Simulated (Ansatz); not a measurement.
Basis-set extrapolation for C3H7NOS (`NC(S)CC=O`) (PBE0-D4/def2-TZVP geometry, frozen core, Ansatz). Multiplicity 1, RHF reference.

```csv
,def2-TZVPP,def2-QZVPP
HF,-644.614330,-644.637042
MP2 correlation,-1.121065,-1.202496
CCSD(T) correlation,-1.216535,not run
```

Energies in hartree. Use E(X) = E(∞) + A·exp(−7.88·√X) for Hartree–Fock and E(X) = E(∞) + B·X^(−2.97) for correlation, with X = 3 and 4, and add CCSD(T) minus MP2 of the smaller set to the MP2 limit.

Problem. What is the CCSD(T) energy at the basis-set limit?

Solution. HF limit: -644.637042 + (-0.022712) × 0.13774 = -644.64017. MP2 limit: -1.202496 + (-0.081431) × 0.74074 = -1.26282. Higher-order term: -1.216535 − (-1.121065) = -0.09547. Total: -645.99846 hartree, 440.0 kJ/mol below CCSD(T)/def2-TZVPP.
